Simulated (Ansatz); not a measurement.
# SiPO (quartet): wave-function methods side by side, def2-QZVPP

One table from this session's results is given with a row withheld; the runs are named, their logs left out.

Computed with Ansatz 0.2.0, Gaussian basis. Level: def2-QZVPP, core rule «outside noble gas», up to 11 orbitals frozen.

Plan: UHF; ROHF; CCSD(T) on UHF.

### The geometry

The geometry is a PBE0/def2-TZVP stationary point (not a proven minimum).

3 atoms, charge 0, spin multiplicity 4.

Atoms are counted from 1 here; the program's logs count them from 0.

Bond lengths: O1–P2 1.484 Å, P2–Si3 2.271 Å. Angles: O1–P2–Si3 116.0°.

Set-up of the first run:

Input file in.yaml:

```yaml
crystal:
  periodic: [false, false, false]
  atoms:
    - {symbol: O, position_ang: [0.000000, -0.621986, 1.603231]}
    - {symbol: P, position_ang: [0.000000, 0.473546, 0.601473]}
    - {symbol: Si, position_ang: [0.000000, -0.167920, -1.576637]}
basis:
  gaussian: {orbitals: "def2-QZVPP.json"}
magnetization: {spin_polarized: true, initial_magnetization: 3}
hamiltonian: {xc: hf}
output: {orbitals: {seedname: orbitals}}
```

Command:

```sh
ansatz run in.yaml --threads 1 --pin off --events-out ev --progress --plain --max-ram 2393MiB
```

Among the steps run: UHF; ROHF; CCSD(T) on UHF.

One of the session's tables, all rows but one given; the rest of the session is left out.

```
  method  from UCCSD(T) (meV)
    ROHF             +14371.8
     UHF             +14076.9
    UMP2                    ?
   UCCSD               +815.1
UCCSD(T)                    0
```

**Question.** Estimate the row for UMP2.

As computed: from UCCSD(T) (meV): +1274.8. In the column «from UCCSD(T) (meV)» it lies between UCCSD (+815.1) and UHF (+14076.9).
